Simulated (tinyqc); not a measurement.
Worked calculation: UKS/B3LYP (VWN-RPA form) in the sto-6g basis, for CH2, spin multiplicity 3. One step of it, computed by the program tinyqc.

Task: Iteration 1: building the Kohn-Sham matrix. J_ij = sum D_kl (ij|kl) with D = D(alpha) + D(beta), K_ij = sum D_kl (ik|jl) for each spin; F = H + J - 0.2 K(s) + V_xc; E = tr D H + tr D J / 2 - 0.1 sum_s tr D(s) K(s) + E_xc + E_nn.

D(alpha) at the start, lower triangle:
```
,1C 1s,1C 2s,1C 2px,1C 2py,1C 2pz,2H 1s,3H 1s
1C 1s,1.070478
1C 2s,-0.307224,1.326343
1C 2px,0.000000,0.000000,1.000000
1C 2py,0.000000,0.000000,0.000000,1.181007
1C 2pz,-0.029811,0.171779,0.000000,0.000000,1.109315
2H 1s,0.043113,-0.174933,0.000000,-0.155233,-0.128955,0.053883
3H 1s,0.043113,-0.174933,0.000000,0.155233,-0.128955,0.013075,0.053883
```

D(beta) at the start, lower triangle:
```
,1C 1s,1C 2s,1C 2px,1C 2py,1C 2pz,2H 1s,3H 1s
1C 1s,1.059016
1C 2s,-0.257384,1.109621
1C 2px,0.000000,0.000000,0.000000
1C 2py,0.000000,0.000000,0.000000,1.181007
1C 2pz,-0.125447,0.587642,0.000000,0.000000,0.311326
2H 1s,0.046527,-0.189775,0.000000,-0.155233,-0.100475,0.052867
3H 1s,0.046527,-0.189775,0.000000,0.155233,-0.100475,0.012059,0.052867
```

core Hamiltonian H = T + V (hartree), lower triangle:
```
,1C 1s,1C 2s,1C 2px,1C 2py,1C 2pz,2H 1s,3H 1s
1C 1s,-18.835016
1C 2s,-4.329071,-5.546788
1C 2px,0.000000,0.000000,-4.487326
1C 2py,0.000000,0.000000,0.000000,-4.626557
1C 2pz,-0.018229,-0.183717,0.000000,0.000000,-4.565313
2H 1s,-0.940290,-2.149829,0.000000,-1.459460,-1.136618,-3.397738
3H 1s,-0.940290,-2.149829,0.000000,1.459460,-1.136618,-0.648474,-3.397738
```

Two-electron integrals (ij|kl) in chemists' order, unique and non-zero (hartree):
```
i,j,k,l,(ij|kl)
1,1,1,1,3.543743
2,1,1,1,0.529462
2,1,2,1,0.100317
2,2,1,1,0.853596
2,2,2,1,0.199930
2,2,2,2,0.624844
3,1,3,1,0.021271
3,2,3,1,0.031868
3,2,3,2,0.138108
3,3,1,1,0.853598
3,3,2,1,0.199930
3,3,2,2,0.624843
3,3,3,3,0.673218
4,1,4,1,0.021271
4,2,4,1,0.031868
4,2,4,2,0.138108
4,3,4,3,0.036281
4,4,1,1,0.853598
4,4,2,1,0.199930
4,4,2,2,0.624843
4,4,3,3,0.600655
4,4,4,4,0.673218
5,1,5,1,0.021271
5,2,5,1,0.031868
5,2,5,2,0.138108
5,3,5,3,0.036281
5,4,5,4,0.036281
5,5,1,1,0.853598
5,5,2,1,0.199930
5,5,2,2,0.624843
5,5,3,3,0.600655
5,5,4,4,0.600655
5,5,5,5,0.673218
6,1,1,1,0.120182
6,1,2,1,0.021919
6,1,2,2,0.042969
6,1,3,3,0.042806
6,1,4,1,0.001151
6,1,4,2,0.002227
6,1,4,4,0.043119
6,1,5,1,0.000861
6,1,5,2,0.001667
6,1,5,4,0.000234
6,1,5,5,0.042981
6,1,6,1,0.004925
6,2,1,1,0.287690
6,2,2,1,0.068382
6,2,2,2,0.235338
6,2,3,3,0.229755
6,2,4,1,0.005568
6,2,4,2,0.037170
6,2,4,4,0.240491
6,2,5,1,0.004167
6,2,5,2,0.027818
6,2,5,4,0.008035
6,2,5,5,0.235768
6,2,6,1,0.015421
6,2,6,2,0.117238
6,3,3,1,0.007326
6,3,3,2,0.037482
6,3,4,3,0.007251
6,3,5,3,0.005427
6,3,6,3,0.014267
6,4,1,1,0.198325
6,4,2,1,0.047802
6,4,2,2,0.174174
6,4,3,3,0.165493
6,4,4,1,0.010670
6,4,4,2,0.062771
6,4,4,4,0.187392
6,4,5,1,0.002503
6,4,5,2,0.018927
6,4,5,4,0.010963
6,4,5,5,0.169636
6,4,6,1,0.011301
6,4,6,2,0.102998
6,4,6,4,0.103072
6,5,1,1,0.148429
6,5,2,1,0.035776
6,5,2,2,0.130354
6,5,3,3,0.123857
6,5,4,1,0.002503
6,5,4,2,0.018927
6,5,4,4,0.129393
6,5,5,1,0.009199
6,5,5,2,0.051647
6,5,5,4,0.011395
6,5,5,5,0.137812
6,5,6,1,0.008458
6,5,6,2,0.077085
6,5,6,4,0.066463
6,5,6,5,0.064009
6,6,1,1,0.440715
6,6,2,1,0.106802
6,6,2,2,0.417006
6,6,3,3,0.395122
6,6,4,1,0.010855
6,6,4,2,0.096887
6,6,4,4,0.437203
6,6,5,1,0.008124
6,6,5,2,0.072512
6,6,5,4,0.031494
6,6,5,5,0.418693
6,6,6,1,0.024501
6,6,6,2,0.264361
6,6,6,4,0.256503
6,6,6,5,0.191970
6,6,6,6,0.774999
7,1,1,1,0.120182
7,1,2,1,0.021919
7,1,2,2,0.042969
7,1,3,3,0.042806
7,1,4,1,-0.001151
7,1,4,2,-0.002227
7,1,4,4,0.043119
7,1,5,1,0.000861
7,1,5,2,0.001667
7,1,5,4,-0.000234
7,1,5,5,0.042981
7,1,6,1,0.004788
7,1,6,2,0.014507
7,1,6,4,0.009631
7,1,6,5,0.007964
7,1,6,6,0.022570
7,1,7,1,0.004925
7,2,1,1,0.287690
7,2,2,1,0.068382
7,2,2,2,0.235338
7,2,3,3,0.229755
7,2,4,1,-0.005568
7,2,4,2,-0.037170
7,2,4,4,0.240491
7,2,5,1,0.004167
7,2,5,2,0.027818
7,2,5,4,-0.008035
7,2,5,5,0.235768
7,2,6,1,0.014507
7,2,6,2,0.085798
7,2,6,4,0.053968
7,2,6,5,0.055013
7,2,6,6,0.152374
7,2,7,1,0.015421
7,2,7,2,0.117238
7,3,3,1,0.007326
7,3,3,2,0.037482
7,3,4,3,-0.007251
7,3,5,3,0.005427
7,3,6,3,0.009828
7,3,7,3,0.014267
7,4,1,1,-0.198325
7,4,2,1,-0.047802
7,4,2,2,-0.174174
7,4,3,3,-0.165493
7,4,4,1,0.010670
7,4,4,2,0.062771
7,4,4,4,-0.187392
7,4,5,1,-0.002503
7,4,5,2,-0.018927
7,4,5,4,0.010963
7,4,5,5,-0.169636
7,4,6,1,-0.009631
7,4,6,2,-0.053968
7,4,6,4,-0.025229
7,4,6,5,-0.033915
7,4,6,6,-0.088373
7,4,7,1,-0.011301
7,4,7,2,-0.102998
7,4,7,4,0.103072
7,5,1,1,0.148429
7,5,2,1,0.035776
7,5,2,2,0.130354
7,5,3,3,0.123857
7,5,4,1,-0.002503
7,5,4,2,-0.018927
7,5,4,4,0.129393
7,5,5,1,0.009199
7,5,5,2,0.051647
7,5,5,4,-0.011395
7,5,5,5,0.137812
7,5,6,1,0.007964
7,5,6,2,0.055013
7,5,6,4,0.033915
7,5,6,5,0.044338
7,5,6,6,0.103748
7,5,7,1,0.008458
7,5,7,2,0.077085
7,5,7,4,-0.066463
7,5,7,5,0.064009
7,6,1,1,0.079247
7,6,2,1,0.018949
7,6,2,2,0.068446
7,6,3,3,0.066407
7,6,4,4,0.068155
7,6,5,1,0.001851
7,6,5,2,0.013504
7,6,5,5,0.070775
7,6,6,1,0.004188
7,6,6,2,0.031560
7,6,6,4,0.023976
7,6,6,5,0.022751
7,6,6,6,0.068150
7,6,7,1,0.004188
7,6,7,2,0.031560
7,6,7,4,-0.023976
7,6,7,5,0.022751
7,6,7,6,0.010523
7,7,1,1,0.440715
7,7,2,1,0.106802
7,7,2,2,0.417006
7,7,3,3,0.395122
7,7,4,1,-0.010855
7,7,4,2,-0.096887
7,7,4,4,0.437203
7,7,5,1,0.008124
7,7,5,2,0.072512
7,7,5,4,-0.031494
7,7,5,5,0.418693
7,7,6,1,0.022570
7,7,6,2,0.152374
7,7,6,4,0.088373
7,7,6,5,0.103748
7,7,6,6,0.278258
7,7,7,1,0.024501
7,7,7,2,0.264361
7,7,7,4,-0.256503
7,7,7,5,0.191970
7,7,7,6,0.068150
7,7,7,7,0.774999
```

nuclear repulsion = 5.65386534 hartree

V_xc(alpha) (hartree), lower triangle:
```
,1C 1s,1C 2s,1C 2px,1C 2py,1C 2pz,2H 1s,3H 1s
1C 1s,-1.886202
1C 2s,-0.253477,-0.521416
1C 2px,0.000000,0.000000,-0.518544
1C 2py,0.000000,0.000000,0.000000,-0.523795
1C 2pz,-0.002106,-0.009092,0.000000,0.000000,-0.521887
2H 1s,-0.059422,-0.177656,0.000000,-0.123202,-0.094035,-0.256797
3H 1s,-0.059422,-0.177656,0.000000,0.123202,-0.094035,-0.048328,-0.256797
```

V_xc(beta) (hartree), lower triangle:
```
,1C 1s,1C 2s,1C 2px,1C 2py,1C 2pz,2H 1s,3H 1s
1C 1s,-1.868165
1C 2s,-0.240380,-0.447722
1C 2px,0.000000,0.000000,-0.424196
1C 2py,0.000000,0.000000,0.000000,-0.490992
1C 2pz,-0.007330,-0.054300,0.000000,0.000000,-0.427988
2H 1s,-0.057242,-0.166402,0.000000,-0.122566,-0.097775,-0.279680
3H 1s,-0.057242,-0.166402,0.000000,0.122566,-0.097775,-0.046157,-0.279680
```

E_xc = sum of w rho eps_xc = -5.44927272 hartree

Give: Coulomb J; exchange K(alpha); exchange K(beta); F(alpha); F(beta); total energy of this density.

Result:

Coulomb J (hartree), lower triangle:
```
,1C 1s,1C 2s,1C 2px,1C 2py,1C 2pz,2H 1s,3H 1s
1C 1s,12.4493
1C 2s,2.2971,5.5311
1C 2px,0.0000,0.0000,5.5080
1C 2py,0.0000,0.0000,0.0000,5.5681
1C 2pz,0.0263,0.1051,0.0000,0.0000,5.5171
2H 1s,0.5084,2.0276,0.0000,1.4713,1.1213,3.4344
3H 1s,0.5084,2.0276,0.0000,-1.4713,1.1213,0.5818,3.4344
```

exchange K(alpha) (hartree), lower triangle:
```
,1C 1s,1C 2s,1C 2px,1C 2py,1C 2pz,2H 1s,3H 1s
1C 1s,3.6761
1C 2s,0.6296,1.0923
1C 2px,0.0000,0.0000,0.9122
1C 2py,0.0000,0.0000,0.0000,0.9043
1C 2pz,0.0003,-0.0005,0.0000,0.0000,0.9077
2H 1s,0.1489,0.3502,0.0000,0.1951,0.1443,0.1998
3H 1s,0.1489,0.3502,0.0000,-0.1951,0.1443,0.0941,0.1998
```

exchange K(beta) (hartree), lower triangle:
```
,1C 1s,1C 2s,1C 2px,1C 2py,1C 2pz,2H 1s,3H 1s
1C 1s,3.6287
1C 2s,0.5695,0.7170
1C 2px,0.0000,0.0000,0.1815
1C 2py,0.0000,0.0000,0.0000,0.8096
1C 2pz,0.0159,0.3063,0.0000,0.0000,0.3197
2H 1s,0.1360,0.2840,0.0000,0.1816,0.1512,0.1757
3H 1s,0.1360,0.2840,0.0000,-0.1816,0.1512,0.0774,0.1757
```

F(alpha) (hartree), lower triangle:
```
,1C 1s,1C 2s,1C 2px,1C 2py,1C 2pz,2H 1s,3H 1s
1C 1s,-9.0072
1C 2s,-2.4114,-0.7556
1C 2px,0.0000,0.0000,0.3197
1C 2py,0.0000,0.0000,0.0000,0.2369
1C 2pz,0.0059,-0.0876,0.0000,0.0000,0.2484
2H 1s,-0.5211,-0.3699,0.0000,-0.1504,-0.1382,-0.2601
3H 1s,-0.5211,-0.3699,0.0000,0.1504,-0.1382,-0.1338,-0.2601
```

F(beta) (hartree), lower triangle:
```
,1C 1s,1C 2s,1C 2px,1C 2py,1C 2pz,2H 1s,3H 1s
1C 1s,-8.9797
1C 2s,-2.3863,-0.6068
1C 2px,0.0000,0.0000,0.5602
1C 2py,0.0000,0.0000,0.0000,0.2886
1C 2pz,-0.0024,-0.1941,0.0000,0.0000,0.4599
2H 1s,-0.5163,-0.3454,0.0000,-0.1471,-0.1433,-0.2781
3H 1s,-0.5163,-0.3454,0.0000,0.1471,-0.1433,-0.1283,-0.2781
```

total energy of this density = -37.521023 hartree
